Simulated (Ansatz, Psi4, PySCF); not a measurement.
Gas-phase reaction in SMILES: COC [methoxymethane] + 2 [H][H] (H2) -> 2 C (CH4) + O (H2O)

Property: energy of full hydrogenation (enthalpy at 298 K), in kcal/mol. Terms: valence correlation only; no spin-orbit coupling; 6-311+G** with 5d; 6-31G* and kin with 6d, 5d where marked; LANL2DZ all-electron up to Ne; dispersion terms only where a functional's name holds one; non-relativistic. Basis-set limits of correlation are two-point, X^-3; Hartree-Fock from the larger set. [CCSD(T)-MP2]/basis is that difference in the basis named. Ab initio and DFT rows: single points at B3LYP-D3(BJ) geometries (Ansatz, a first-principles code), with unscaled harmonic terms from B3LYP/6-31G* at its own minima.

Measured values: Active Thermochemical Tables 1.112 (ions: stationary electron), as tabulated in the package chemicals; they hold spin-orbit and core effects, anharmonicity. 

Value to compare with, the measured value: -49.4 kcal/mol.

```tsv
level	program	energy of full hydrogenation (enthalpy at 298 K) (kcal/mol)	error
HF/6-311+G**	Ansatz	-52.4	-3.0
SVWN5/6-31G*	Ansatz	-33.0	16.4
BLYP/6-31G*	Ansatz	-33.3	16.1
BP86/6-31G* (5d)	PySCF	-34.8	14.6
B3LYP/6-31G*	Ansatz	-37.1	12.3
B3LYP/6-31G**	Ansatz	-42.1	7.3
PBE0/6-311+G**	Ansatz	-50.5	-1.1
wB97X-D/6-311+G**	Psi4	-49.8	-0.4
MP2/LANL2DZ	Ansatz	-50.4	-1.0
MP2/6-311+G**	Ansatz	-49.8	-0.4
PBE0/def2-TZVPD	Ansatz	-49.0	0.4
RI-MP2/CBS(aug-cc-pVTZ,aug-cc-pVQZ)+[CCSD(T)-MP2]/aug-cc-pVTZ	Ansatz	-49.2	0.2
```

5 of the 10 habitual levels lie above the measured value; their mean absolute error is 7.3 kcal/mol, the median 5.2.

The levels are drawn from those run, B3LYP/6-31G* more often than the rest, none by its result; runs whose electronic state is in doubt are left out.
